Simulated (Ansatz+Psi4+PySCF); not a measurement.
doublet CHO₂: levels of theory in one basis

```yaml
atoms:
  - { symbol: C, position_ang: [0.0000, 0.0000, 0.0000] }
  - { symbol: O, position_ang: [-0.4840, -0.1044, -1.1477] }
  - { symbol: O, position_ang: [-0.4953, 0.9082, 0.7016] }
  - { symbol: H, position_ang: [0.8020, -0.6583, 0.3653] }
```

Basis set: cc-pVTZ (spherical functions). Frozen core: 3 orbitals. Correlation on ROHF uses semicanonical orbitals with singles. Charge 0, multiplicity 2.

Computed with Ansatz (development build ahead of 0.2.0); each method stands on the lowest determinant of its kind that the runs found.

```tsv
method	E − E(ROHF) (eV)	<S²> of the determinant
ROHF	0.00	0.75
UHF	-0.29	1.01
ROHF-MP2	-15.80	–
UHF-MP2	-15.04	1.01
```

The restricted and unrestricted rows may stand on different electronic states: another unrestricted solution lies nearer the restricted one.

Caution: the determinant may break the point group. Caution for UHF, UHF-MP2: the unrestricted determinant is spin contaminated. Caution for UHF-MP2: another reference gives a lower total.
